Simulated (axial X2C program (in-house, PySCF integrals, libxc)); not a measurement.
**Potential curves of AlB⁻, with spin–orbit coupling**

Calculated with an in-house relativistic program for diatomic molecules. Two-component (2c) means X2C with spin–orbit coupling and atomic mean-field two-electron Coulomb and Gaunt terms. Basis: Al dyall-av3z [9s9p3d2f], B dyall-av3z [8s7p3d2f] (cores contracted in-house); Gaussian nuclei, density fitting, unrestricted open shells. Masses: Al 26.982 u, B 11.009 u.

State: Ω = 3/2 (⟨Sz⟩ = 1.50, ⟨Lz⟩ = 0.00 at PBE0). Energies in kJ/mol from the fragments at the same level (Al- + B). Fits are polynomials in 1 − R0/R over 0.85 to 1.23 times the lowest point R0.

```
 R (Å)     PBE0       HF
1.8087  -265.07  -170.66
1.8919  -295.00  -199.29
1.9543  -307.92  -210.63
2.0166  -314.58  -215.31
2.0790  -316.36  -214.83
2.1518  -313.71  -209.32
2.2245  -307.33  -200.02
2.3181  -295.31  -184.39
2.4324  -277.07  -162.31
2.5988  -247.43  -128.37
```

One determinant describes the state; a PBE0 search over occupations chose it and may have missed a lower one. Dissociation energies refer to the lowest single-determinant-based atoms at the same level and basis. Density functionals use the spin component along the axis (collinear). In 2c an atomic determinant is not the ground J level, so De misses part of the atomic spin–orbit lowering. This holds for PBE0. PBE0 can misorder states that lie within some tenths of an eV, so this need not be the ground state of the molecule. The nearest other 2c determinant of the search, Ω = 1/2, lies 0.25 eV up at the distance of the search. The functionals have no current-density term, which raises determinants with orbital currents, atoms included. With several unpaired electrons one determinant need not be a pure state. The highest occupied level of some functionals is positive through self-interaction error; at Hartree–Fock it is bound. This is the top spin component of a Σ state; components of lower Ω are not single determinants and can lie lower. Hartree–Fock gets electron affinities wrong, so its lowest charge split need not be the true one.

(1) Fit the PBE0 curve near its minimum: give the equilibrium distance, the harmonic wavenumber and the well depth.

(2) Fit the HF curve near its minimum: give the equilibrium distance, the harmonic wavenumber and the well depth.

Results:

(1) At PBE0, 2c: Re = 2.074 Å, ωe ≈ 596 cm⁻¹, De = 3.28 eV to Al- + B; Be follows as 0.501 cm⁻¹.

(2) At HF, 2c: Re = 2.040 Å, ωe ≈ 657 cm⁻¹, De = 2.24 eV to Al- + B; Be follows as 0.518 cm⁻¹.
